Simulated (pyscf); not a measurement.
PySCF, gas phase, ωB97X-D3(BJ)/def2-SVP geometries.

### Question
H₃Si–O–AsH₂ + SiH₄ → AsH₃ + H₃Si–O–SiH₃
Surface: singlet. Broken: As–O, H–Si. Formed: As–H, O–Si. Give ΔE‡ and ΔE from HF/def2-TZVP, relative to the separated reactants.

### Answer
ΔE‡ = 2.14 eV, ΔE = -1.39 eV. ωB97M-D3(BJ)/def2-TZVP gives 1.26 eV and -1.27 eV. Zero-point energy shifts the barrier by +0.06 eV. It is a four-centre exchange, with an imaginary mode of 427i cm⁻¹. H₃Si–O–AsH₂ lies 0.46 eV over its isomer HO–SiH₂–AsH₂ (electronic energy, ωB97M-D3(BJ)/def2-TZVP). This is the saddle that the search found; another between the same sides may lie lower. Elements up to Kr have no core potential and no relativistic terms here.
